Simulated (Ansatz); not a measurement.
B(NH3)H3 (BNH₆). The state is a singlet with charge 0. Geometry r2SCAN-D4/def2-TZVP, basis def2-TZVP, Ansatz.

```xyz
8

B    -0.474   -0.505    0.483
N     0.453    0.482   -0.461
H     0.925    1.185    0.100
H    -0.114    0.964   -1.152
H     1.163   -0.049   -0.956
H    -0.981   -1.290   -0.287
H    -1.273    0.232    1.017
H     0.302   -1.019    1.257
```

| run | HOMO (eV) | LUMO (eV) |
| --- | --- | --- |
| A | -10.17 | 1.38 |
| B | -7.80 | -0.01 |
| C | -9.30 | 0.72 |
| D | -6.82 | -0.65 |
| E | -7.63 | -0.40 |
| F | -7.39 | -0.38 |

B3LYP takes the VWN-RPA correlation. HSE06 is defined as in plane-wave codes, on full-range PBE exchange.

Question: The runs used B3LYP, B97M-V, CAM-B3LYP, HSE06, PBE0, ωB97M-V. Estimate which is which.

Answer: A ωB97M-V (range-separated); B PBE0 (25 % exact exchange); C CAM-B3LYP (range-separated); D B97M-V (0 % exact exchange); E B3LYP (20 % exact exchange); F HSE06 (range-separated). Exact exchange lowers occupied and raises empty levels; among semilocal functionals meta-GGAs tend to open the gap a little, and such runs are hard to tell apart. The gap grows from 6.17 eV (B97M-V) to 11.56 eV (ωB97M-V).
